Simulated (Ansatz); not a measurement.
Relaxation of AlH4NO (7 atoms, charge 0, multiplicity 1), to a largest force component of 0.03 eV/Å in at most 50 steps.

Level of theory: RKS PBE-D4/def2-SVP (Ansatz 0.2.0).

```xyz
7
Properties=species:S:1:pos:R:3
Al 0.179 0.072 -0.091
O 0.747 -0.258 1.519
H 0.219 -0.520 2.294
H 1.650 0.392 -0.454
N -1.423 0.016 -0.857
H -2.294 -0.258 -0.397
H -1.608 0.274 -1.828
```

**Question.** Where does it end, and by what steps?

**Answer.** The forces met the threshold. After 7 steps the energy has fallen by 0.488 eV; H4 moved furthest, 0.46 Å.

```tsv
step	energy less start (eV)	largest force component (eV/Å)	accepted
0	0.0000	1.362	yes
1	-0.3200	0.836	yes
2	-0.4612	0.487	yes
3	-0.4834	0.157	yes
4	-0.4862	0.052	yes
5	-0.4874	0.040	yes
6	-0.4874	0.067	yes
7	-0.4876	0.003	yes
```

```xyz
7
Properties=species:S:1:pos:R:3
Al 0.316 0.079 -0.023
O 0.616 -0.301 1.627
H -0.048 -0.574 2.277
H 1.570 0.502 -0.896
N -1.309 0.014 -0.757
H -2.188 -0.241 -0.302
H -1.485 0.240 -1.739
```

Time of the run: 16 s on 1 thread of Intel(R) Xeon(R) Platinum 8259CL CPU @ 2.50GHz (Skylake/Cascade Lake), with other jobs on the host, peak memory 0.15 GiB.
